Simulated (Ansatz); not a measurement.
# C₄H₈ (singlet): wave-function methods side by side, STO-3G

Aim: climb from Hartree-Fock through coupled cluster and multireference methods for C₄H₈ (singlet) at one geometry and basis, and see what each rung misses.

The runs use Ansatz 0.2.0, Gaussian basis; STO-3G, core rule «outside noble gas», up to 4 orbitals frozen.

To be run: UHF; CCSD(T) on RHF; CCSD(T) on UHF; BCCD(T) on RHF; CISD; CCSDT(Q) on RHF; CCSDT(Q) on UHF; CISDTQ; CCSDTQ on RHF; CCSDTQ on UHF; CASSCF and MRCISD+Q, 8 electrons in 8 orbitals; CASSCF and NEVPT2, 8 electrons in 8 orbitals.

19 further runs of the same task are left out: 2 that didn't finish, 17 set aside as unsound or not needed.

## 1. The geometry

The geometry is an MP2(full)/6-31G* stationary point (not a proven minimum).

12 atoms, charge 0, spin multiplicity 1.

Atoms are counted from 1 here; the program's logs count them from 0.

Bond lengths: C1–C2 1.339 Å, C1–H3 1.086 Å, C1–H4 1.086 Å, C2–C5 1.502 Å, C2–C9 1.502 Å, C5–H6 1.093 Å, C5–H7 1.096 Å, C5–H8 1.096 Å, C9–H10 1.093 Å, C9–H11 1.096 Å, C9–H12 1.096 Å. Angles: C2–C1–H3 121.6°, C2–C1–H4 121.6°, H3–C1–H4 116.7°, C1–C2–C5 122.1°, C1–C2–C9 122.1°, C5–C2–C9 115.8°, C2–C5–H6 111.6°, C2–C5–H7 110.8°, C2–C5–H8 110.8°, H6–C5–H7 108.3°, H6–C5–H8 108.3°, H7–C5–H8 106.9°, C2–C9–H10 111.6°, C2–C9–H11 110.8°, C2–C9–H12 110.8°, H10–C9–H11 108.3°, H10–C9–H12 108.3°, H11–C9–H12 106.9°.

## 2. UHF

Contents of in.yaml:

```yaml
crystal:
  periodic: [false, false, false]
  atoms:
    - {symbol: C, position_ang: [0.000000, 0.000000, 1.435341]}
    - {symbol: C, position_ang: [0.000000, 0.000000, 0.096122]}
    - {symbol: H, position_ang: [0.000000, 0.924302, 2.004943]}
    - {symbol: H, position_ang: [0.000000, -0.924302, 2.004943]}
    - {symbol: C, position_ang: [0.000000, 1.272683, -0.702269]}
    - {symbol: H, position_ang: [0.000000, 2.153042, -0.055054]}
    - {symbol: H, position_ang: [0.880211, 1.323542, -1.353058]}
    - {symbol: H, position_ang: [-0.880211, 1.323542, -1.353058]}
    - {symbol: C, position_ang: [0.000000, -1.272683, -0.702269]}
    - {symbol: H, position_ang: [0.000000, -2.153042, -0.055054]}
    - {symbol: H, position_ang: [-0.880211, -1.323542, -1.353058]}
    - {symbol: H, position_ang: [0.880211, -1.323542, -1.353058]}
basis:
  gaussian: {orbitals: STO-3G}
magnetization: {spin_polarized: true, initial_magnetization: 0}
hamiltonian: {xc: hf}
output: {orbitals: {seedname: orbitals}}
```

On the command line:

```console
> ansatz run in.yaml --threads 1 --pin off --events-out ev --progress --plain --max-ram 4160MiB --backend cpu
```

The runs that follow: CCSD(T) on RHF; CCSD(T) on UHF; BCCD(T) on RHF; CISD; CCSDT(Q) on RHF; CCSDT(Q) on UHF; CISDTQ; CCSDTQ on RHF; CCSDTQ on UHF; CASSCF and MRCISD+Q, 8 electrons in 8 orbitals; CASSCF and NEVPT2, 8 electrons in 8 orbitals.

**Question.** What will the summary of the whole plan be? Wanted: RCCSDTQ below the RHF energy; RMP2 from RCCSDTQ; RCCSD from RCCSDTQ; RCCSD(T) from RCCSDTQ; RCCSDT(Q) from RCCSDTQ; NEVPT2 frontier from RCCSDTQ; MRCISD+Q frontier from RCCSDTQ; T1 diagnostic.

As calculated:

```
                         quantity                                                    value
     RCCSDTQ below the RHF energy                                               -8.0454 eV
                RMP2 from RCCSDTQ                                          +44.71 kcal/mol
               RCCSD from RCCSDTQ                                           +1.84 kcal/mol
            RCCSD(T) from RCCSDTQ                                           +0.61 kcal/mol
           RCCSDT(Q) from RCCSDTQ                                           +0.03 kcal/mol
     NEVPT2 frontier from RCCSDTQ                                          +32.27 kcal/mol
   MRCISD+Q frontier from RCCSDTQ                                           +0.19 kcal/mol
levels within 1 kcal/mol (43 meV)  RCCSD(T), BCCD(T), RCCSDT, RCCSDT(Q), MRCISD+Q frontier
                    T1 diagnostic                                                    0.003
```

In words: RCCSD(T) misses by +0.61 kcal/mol, 0.3 % of the correlation energy. Of the multireference levels listed MRCISD+Q frontier comes nearest in total energy (+0.19 kcal/mol), which doesn't show that its space is the better one. These misses are within one basis, not against nature.
